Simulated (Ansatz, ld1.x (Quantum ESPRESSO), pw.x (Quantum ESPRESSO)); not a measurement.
## palladium (Pd): one change to the TM potential, in the atom and in the sc crystal

```json
{"Element": "Pd", "Generator": "ld1.x (Quantum ESPRESSO) 7.5", "Type": "norm-conserving Troullier–Martins (Kleinman–Bylander form)", "Functional": "LDA (PW92)", "Relativity": "scalar-relativistic", "Frozen core": "[Kr]", "Valence charge": "10", "Reference configuration": "4d10 5s0 5p0", "Partial waves": "5s (bound, empty): rc 2.30 bohr; 5p (bound, empty): rc 2.65 bohr; 4d (bound): rc 2.20 bohr", "Local potential": "all-electron potential smoothed inside 1.80 bohr (lloc = -2)", "Core correction": "none"}
```

Change: local potential the s channel.

Cutoffs, loose and tight: the cutoffs (Ry, on a coarse ladder) from which the occupation-weighted sum of valence levels, in a spherical-Bessel basis at the reference potential, stays within 10 and 1 mRy of its value at 400 Ry. They do not see the model core or the augmentation charge, which bear on the density cutoff. Test errors are all-electron minus pseudo excitation energies from the reference, over the configurations 4d9 5s0 5p0; 4d8 5s0 5p0; 4d7 5s0 5p0; 4d9 5s1 5p0; 4d9 5s0 5p1; 4d6 5s0 5p0; 4d8 5s1 5p0 (two spin-polarised tests are not counted in the largest error); variants that change the core or the reference have their own tests.

Crystal test: sc Pd in pw.x 7.5, no spin, 13³ k-points, Fermi–Dirac smearing 0.01 Ry, cutoffs set for each file from its atomic test. The reference is all-electron LAPW (Ansatz 0.2.0) with the same functional, mesh and smearing; V0 and B0 come from Birch–Murnaghan fits to the pressures at five volumes. Errors are pseudo minus all-electron; Δ is the rms difference of the E(V) curves that follow from these fits, minima aligned, over ±6 % about the mean V0. Mesh and smearing are coarse, so the numbers serve the comparison and aren't converged zero-temperature values; the lattice is a test structure that the element need not adopt.

All-electron: a0 = 2.540 Å (V0 = 16.39 Å³/atom), B0 = 166.2 GPa.

Problem. Does the change bring the crystal closer to the all-electron result?

Solution. The mean pressure error goes from -1.58 to +7.93 GPa, so the change moves the solid further from the all-electron pressures.

| quantity | base | changed |
| --- | --- | --- |
| outcome (atom) | generated | generated |
| cutoff, loose (atom) | 45 Ry | 45 Ry |
| cutoff, tight (atom) | 70 Ry | 70 Ry |
| bound ghosts (atom) | none | none |
| largest test error (meV) (atom) | -652 over the solved tests; 1 of 9 tests not solved or not reliable | -1684 |
| cutoffs in pw.x (Ry) | 85/340 | 85/340 |
| a0 (Å) | 2.532 | 2.578 |
| a0 error (%) | -0.31 | +1.47 |
| B0 error (%) | -1.2 | -5.1 |
| Δ (meV/atom) | 5.7 | 26.1 |
| mean pressure error (GPa) | -1.58 | +7.93 |

Base: The largest radius (2.65 bohr) exceeds half the bond length (2.40 bohr), so the spheres overlap, which is one possible source of error among others. Atomic configuration tests: 1 of 9 tests not solved or not reliable. The logarithmic derivative shows an extra or strongly shifted pseudo pole above the reference energy (s near 0.75 Ry). Changed file: The largest radius (2.65 bohr) exceeds half the bond length (2.40 bohr), so the spheres overlap, which is one possible source of error among others. This is a poor potential for the solid. The atomic cutoffs weigh occupied waves only.
